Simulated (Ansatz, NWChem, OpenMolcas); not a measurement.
## How methods differ on P2 (diphosphorus)

P2 has 2 atoms, charge 0, and is taken as a singlet. SMILES: `P#P`. The bond length is the measured one.

```xyz
2

P     0.0000    0.0000    0.0000
P     0.0000    0.0000    1.8934
```

Quantity: the atomisation enthalpy at 298 K, in kJ/mol. The values are calculated. The thermal term (zero-point and 298 K enthalpy, harmonic and unscaled) is that of wB97M-V/jorge-QZP; the spin-orbit lowering of the free atoms at 298 K, 0.0 kJ/mol by their spectra, is taken off.

Measured value to compare with: NIST-JANAF tables gives the atomisation enthalpy at 298 K of the gas as 489 kJ/mol.

| level | kind | program | value (kJ/mol) | computed − measured | CPU time (all runs) |
| --- | --- | --- | --- | --- | --- |
| HF/def2-TZVPPD | Hartree–Fock | OpenMolcas | 159 | -330 | 7.5 s |
| SVWN5/def2-TZVPPD | LDA | Ansatz | 599 | +110 | 1.8 s |
| r2SCAN/def2-TZVPPD | meta-GGA | OpenMolcas | 472 | -17 | 17 s |
| BHLYP/def2-TZVPPD | global hybrid | NWChem | 432 | -57 | 17 s |
| PBE0/def2-TZVPPD | global hybrid | NWChem | 466 | -23 | 16 s |
| CAM-B3LYP/def2-TZVPPD | range-separated hybrid | Ansatz | 465 | -24 | 3.8 s |
| HSE06/def2-TZVPPD | range-separated hybrid | Ansatz | 468 | -21 | 3.7 s |
| CCSD/def2-TZVPPD | coupled cluster or CI | NWChem | 406 | -83 | 1.8 min |

Nearest: r2SCAN/def2-TZVPPD (-17 kJ/mol); farthest: HF/def2-TZVPPD (-330 kJ/mol). Computed less measured by kind, in kJ/mol (def2-TZVPPD rows): Hartree–Fock -330; LDA +110; meta-GGA -17; global hybrid -57 to -23; range-separated hybrid -24 to -21; coupled cluster or CI -83. Wave-function methods converge slowly with the basis and bind too weakly in sets of this size; that is part of their error here. Times are those of the runs behind each value, whatever else they computed, on shared processors of several kinds: orders of magnitude only.
